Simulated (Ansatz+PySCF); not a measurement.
# doublet C₄H₇: levels of theory in one basis

```xyz
11

C     0.0601    0.0000   -1.5951
C    -0.5222    0.0000   -0.2631
C     0.1554    0.7470    0.8920
C     0.1554   -0.7470    0.8920
H     1.1357    0.0000   -1.7275
H    -0.5639    0.0000   -2.4782
H    -1.6064    0.0000   -0.2282
H    -0.4882    1.2680    1.5913
H     1.0812    1.2611    0.6627
H    -0.4882   -1.2680    1.5913
H     1.0812   -1.2611    0.6627
```

Basis set: cc-pVTZ (spherical functions). Left uncorrelated: 4 orbitals. Correlation on ROHF uses semicanonical orbitals with singles. Charge 0, multiplicity 2.

Computed with Ansatz (development build ahead of 0.2.0); each method stands on the lowest determinant of its kind that the runs found.

```json
{"method": "ROHF", "E − E(ROHF) (eV)": "0.00", "<S²> of the determinant": "0.75"}
{"method": "UHF", "E − E(ROHF) (eV)": "-0.15", "<S²> of the determinant": "0.77"}
{"method": "ROHF-MP2", "E − E(ROHF) (eV)": "-17.98", "<S²> of the determinant": "–"}
{"method": "UHF-MP2", "E − E(ROHF) (eV)": "-17.95", "<S²> of the determinant": "0.77"}
```
